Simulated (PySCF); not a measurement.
# BH3 (SMILES [H]B([H])[H]): levels of theory compared

We compute a comparison of 6 runs (PBE/6-31G, SVWN5/6-31G, UPBE0/6-31G, CISD/6-31G, CCSD(T)/6-31G, UCCSD(T)/6-31G) of BH3. Input form: a Python script.

The results are computed with PySCF 2.14.0.

3 further runs of the same task are left out: 3 set aside as unsound or not needed.

## Step 1: The structure to begin with

BH3: 4 atoms, total charge 0, spin state singlet. As SMILES, `[H]B([H])[H]`. The B1–H3 distance was set to 2.562 Å, away from the relaxed value. At this shape a bond of the SMILES string is far longer than usual.

Bond lengths: B1–H2 1.164 Å, B1–H4 1.165 Å. Angles: H2–B1–H4 120.0°.

## Step 2: The energy at PBE/6-31G (run 1)

Contents of calc.py:

```python
from pyscf import gto, dft

molecule = gto.M(
    atom='''
B      1.259567    -2.320612     0.036472
H      3.458849    -2.377965     0.067992
H     -1.049441     1.933965    -0.035243
H      0.109366    -4.197394     0.048131
''',
    unit='bohr',
    spin=0,
    max_memory=1860,
    basis='6-31g',
    verbose=4,
)

myscf = dft.RKS(molecule, xc='pbe')
myscf.conv_tol = 1e-10
myscf.grids.level = 5
myscf.kernel()
if not myscf.converged:
    myscf = myscf.newton().run(myscf.mo_coeff, myscf.mo_occ)

e_tot = myscf.e_tot
print('E = %.10f Eh' % e_tot)
```

The run is started by

```sh
$ OMP_NUM_THREADS=1 python calc.py
```

Output:

```text
PySCF version 2.14.0

[... 73 lines left out ...]
converged SCF energy = -26.38305684257
E = -26.3830568426 Eh
```

Run time: 1.6 s. Hardware: 1 thread of Arm Neoverse V1, shared host; peak memory 0.16 GiB.

## Step 3: A single-point energy at SVWN5/6-31G (run 2)

Contents of input.py:

```python
from pyscf import gto, dft

mol = gto.M(
    atom='''
B        0.666534      -1.228015       0.019300
H        1.830344      -1.258365       0.035980
H       -0.555340       1.023410      -0.018650
H        0.057874      -2.221165       0.025470
''',
    basis='6-31g',
    max_memory=1860,
    charge=0,
    verbose=3,
)

mf = dft.RKS(mol, xc='svwn')
mf.conv_tol = 1e-10
mf.grids.level = 5
mf.kernel()
if not mf.converged:
    mf = mf.newton().run(mf.mo_coeff, mf.mo_occ)

e_final = mf.e_tot
print('E = %.10f Eh' % e_final)
```

The run is started by

```sh
$ OMP_NUM_THREADS=1 python input.py
```

Output:

```text
converged SCF energy = -26.1011352820574
E = -26.1011352821 Eh
```

Wall time 1.3 s (1 thread of Arm Neoverse V1, shared host); peak memory 0.13 GiB.

Runs 3 to 4 aren't shown in full; the table further down has their settings and results.

## Step 4: The energy at CCSD(T)/6-31G (run 5)

Contents of calc.py:

```python
from pyscf import gto, cc

mol = gto.Mole()
mol.atom = [
    ('B', (0.666534, -1.228015, 0.019300)),
    ('H', (1.830344, -1.258365, 0.035980)),
    ('H', (-0.555340, 1.023410, -0.018650)),
    ('H', (0.057874, -2.221165, 0.025470)),
]
mol.basis = '6-31g'
mol.verbose = 3
mol.max_memory = 1860
mol.build()

calc0 = mol.RHF()
calc0.conv_tol = 1e-10
calc0.kernel()
if not calc0.converged:
    calc0 = calc0.newton().run(calc0.mo_coeff, calc0.mo_occ)

mycc = cc.CCSD(calc0, frozen=1)
mycc.kernel()
e_t = mycc.ccsd_t()
energy = mycc.e_tot + e_t
print(f'total energy: {energy:.8f} hartree')
```

The run is started by

```sh
$ OMP_NUM_THREADS=1 python calc.py
```

Output:

```text
converged SCF energy = -26.1919272164198
E(CCSD) = -26.30989780549905  E_corr = -0.1179705890792627
CCSD(T) correction = -0.00407647647389581
total energy: -26.31397428 hartree
```

Wall time 0.89 s (1 thread of Arm Neoverse V1, shared host); peak memory 0.12 GiB.

## Step 5: The energy at UCCSD(T)/6-31G (run 6)

Contents of input.xyz:

```xyz
4

B      0.666534    -1.228015     0.019300
H      1.830344    -1.258365     0.035980
H     -0.555340     1.023410    -0.018650
H      0.057874    -2.221165     0.025470
```

Contents of calc.py:

```python
from pyscf import gto, scf, cc

molecule = gto.M(
    atom='input.xyz',
    basis='6-31g',
    verbose=4,
    charge=0,
    max_memory=1860,
)

myscf = scf.UHF(molecule)
myscf.conv_tol = 1e-10
myscf.kernel()
if not myscf.converged:
    myscf = myscf.newton().run(myscf.mo_coeff, myscf.mo_occ)
for _ in range(3):
    mo, _, stable, _ = myscf.stability(return_status=True)
    if stable:
        break
    myscf.kernel(myscf.make_rdm1(mo, myscf.mo_occ))

mycc = cc.CCSD(myscf, frozen=1)
mycc.kernel()
e_t = mycc.ccsd_t()
e_tot = mycc.e_tot + e_t
print('Final energy', e_tot)
```

The run is started by

```sh
$ OMP_NUM_THREADS=1 python calc.py
```

Output:

```text
PySCF version 2.14.0

[... 80 lines left out ...]
converged SCF energy = -26.1919272164195  <S^2> = 4.0505377e-12  2S+1 = 1
[... 68 lines left out ...]
converged SCF energy = -26.2432987507735  <S^2> = 0.84561286  2S+1 = 2.0934305
[... 14 lines left out ...]
Init t2, MP2 energy = -0.0400469821060475
[... 22 lines left out ...]
UCCSD converged
[... 2 lines left out ...]
Final energy -26.31259126842563
```

Wall time 1.1 s (1 thread of Arm Neoverse V1, shared host); peak memory 0.12 GiB.

## Step 6: Overview of the runs

```csv
run,level,follow instability,integration grid,energy (Eh),dipole moment (D) of the reference,HOMO energy (eV),LUMO energy (eV),wall time
1,PBE/6-31G,–,5,-26.383057,1.97,-5.71,-3.45,1.6 s
2,SVWN5/6-31G,–,5,-26.101135,1.82,-5.69,-3.65,1.3 s
3,UPBE0/6-31G,yes,5,-26.393988,1.24,-6.67,-2.32,9 s
4,CISD/6-31G,–,–,-26.302384,2.75,-8.58,1.17,0.68 s
5,CCSD(T)/6-31G,–,–,-26.313974,2.75,-8.58,1.17,0.89 s
6,UCCSD(T)/6-31G,yes,–,-26.312591,0.58,-9.74,1.81,1.1 s
```

## Step 7: Summary of results

| quantity | value |
| --- | --- |
| run 6: total energy | -26.31259 Eh |
| run 6: dipole moment (Hartree–Fock density) | 0.58 D |
| run 6: HOMO energy (Hartree–Fock orbitals) | -9.74 eV |
| run 6: LUMO energy (Hartree–Fock orbitals) | 1.81 eV |
| run 6: HOMO–LUMO gap (Hartree–Fock orbitals) | 11.56 eV |
| run 6: correlation energy (1 core orbital frozen) | -69.3 mEh |
| run 6: (T) correction | -2.73 mEh |
| run 6: ⟨S²⟩ of the reference determinant | 0.846 |
| run 6: T1 diagnostic | 0.099 |

What this shows: Over runs 1, 2, 3 the dipole moment (its size) runs from 1.24 D (UPBE0/6-31G) to 1.97 D (PBE/6-31G). Over runs 1, 2, 3 the HOMO–LUMO gap runs from 2.04 eV (SVWN5/6-31G) to 4.35 eV (UPBE0/6-31G). Totals of different functionals can't be ranked against each other. In run 5 the T1 diagnostic is large, so a single reference may not serve. Spin contamination of the reference: run 6 ⟨S²⟩ = 0.85, run 3 ⟨S²⟩ = 0.60. Where it is this large, the reference is a mixture of spin states, and values that rest on it are in doubt. All runs together took 15 s, the longest 9 s.
